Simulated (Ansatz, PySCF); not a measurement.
This Ansatz (a first-principles code) input computes a CCSD(T)/cc-pVDZ energy:

Ansatz 0.2 input:
```yaml
crystal:
  periodic: [false, false, false]
  atoms:
    - {symbol: C, position_ang: [1.16910222, -0.36617596, 0.02828903]}
    - {symbol: C, position_ang: [-0.10408161, 0.53431809, 0.00128847]}
    - {symbol: N, position_ang: [-1.34669152, -0.13737348, 0.07933010]}
    - {symbol: H, position_ang: [2.11280067, 0.21329900, 0.02223681]}
    - {symbol: H, position_ang: [1.14463869, -1.00560646, 0.91783451]}
    - {symbol: H, position_ang: [1.17011329, -1.02478128, -0.84891733]}
    - {symbol: H, position_ang: [0.06656603, 1.21425004, -0.89406259]}
    - {symbol: H, position_ang: [-0.00646576, 1.21717278, 0.86877351]}
    - {symbol: H, position_ang: [-1.45093600, -0.66157262, -0.79864059]}
basis:
  gaussian:
    orbitals: cc-pVDZ
total_charge: -1
magnetization: {spin_polarized: false}
correlation: {method: ccsd_t, electrons: outside_noble_gas}
```

Q: Write an input for the same energy in PySCF and say what it gives.

A: 
```python
from pyscf import gto, scf, mp, cc as ccmod

mol = gto.M(
    atom='''
    C     1.16910222   -0.36617596    0.02828903
    C    -0.10408161    0.53431809    0.00128847
    N    -1.34669152   -0.13737348    0.07933010
    H     2.11280067    0.21329900    0.02223681
    H     1.14463869   -1.00560646    0.91783451
    H     1.17011329   -1.02478128   -0.84891733
    H     0.06656603    1.21425004   -0.89406259
    H    -0.00646576    1.21717278    0.86877351
    H    -1.45093600   -0.66157262   -0.79864059
    ''',
    basis='cc-pvdz',
    charge=-1,
    spin=0,
    verbose=4,
)

mf = scf.RHF(mol)
mf.conv_tol = 1e-10
mf.max_cycle = 100
mf.kernel()
mp2 = mp.MP2(mf, frozen=3).run()
cc = ccmod.CCSD(mf, frozen=3)
cc.max_cycle = 100
cc.kernel()
et = cc.ccsd_t()
print(f'E(CCSD(T)) = {cc.e_tot + et:.9f}')
```
It gives -134.10318 Eh, and Ansatz -134.10318 Eh, a difference of 0.00 mEh.

It need not be the lowest isomer of its formula. Whether it binds its extra electron was not tested at this geometry.
